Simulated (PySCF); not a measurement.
**Gas-phase XPS of ethyl methyl sulfide, computed**

Species: ethyl methyl sulfide, C₃H₈S.
Z-matrix (Å and degrees, GFN2-xTB geometry), rows numbered from 1:
```
C 
C   1  1.5168
S   2  1.8257  1  112.92
C   3  1.8153  2  100.12  1   -73.52
H   1  1.0884  2  109.89  3  -175.34
H   1  1.0874  2  110.19  3   -55.53
H   1  1.0877  2  111.05  3    64.86
H   2  1.0908  1  111.65  3  -121.30
H   2  1.0895  1  110.82  3   116.90
H   4  1.0860  3  110.16  2    66.23
H   4  1.0848  3  106.62  2  -174.72
H   4  1.0866  3  109.35  2   -55.83
```

Theory: delta-SCF UKS SCAN, pcX-2 on the ionised atom, pcseg-1 elsewhere, spin-free X2C in PySCF. These are vertical core ionisation energies against the vacuum level, from separate self-consistent calculations with and without the core hole.

**Question.** Give the core binding energies atom by atom.

**Answer.** 
| atom(s) | environment | level | binding energy (eV) | above the level's lowest (eV) | count |
| --- | --- | --- | --- | --- | --- |
| C1 | methyl carbon | C 1s | 290.68 | 0.00 | 1 |
| C2 | sp3 carbon bound to sulfur | C 1s | 291.13 | +0.45 | 1 |
| S3 | sulfide sulfur | S 1s | 2476.65 | 0.00 | 1 |
| C4 | S-methyl carbon | C 1s | 291.12 | +0.44 | 1 |

The listed C 1s values span 0.45 eV, from C1 (bonded to C and 3 H) to C2 (bonded to S, C and 2 H). The widest gap between neighbouring values is 0.44 eV, between 290.68 and 291.12 eV. The values 291.12 and 291.13 eV lie too close for their order to be trusted.

**Question.** Give the binding energy of C 1s of C4 in hartree and in kJ/mol.

**Answer.** 291.12 eV = 10.6985 Eh = 28089 kJ/mol.

Not every level is listed. One conformer (not necessarily the lowest) at the GFN2-xTB geometry, without solvent, vibrations or thermal averaging.

Time: 29 s wall. Hardware: one thread of an Arm Neoverse V2, no GPU, shared host.
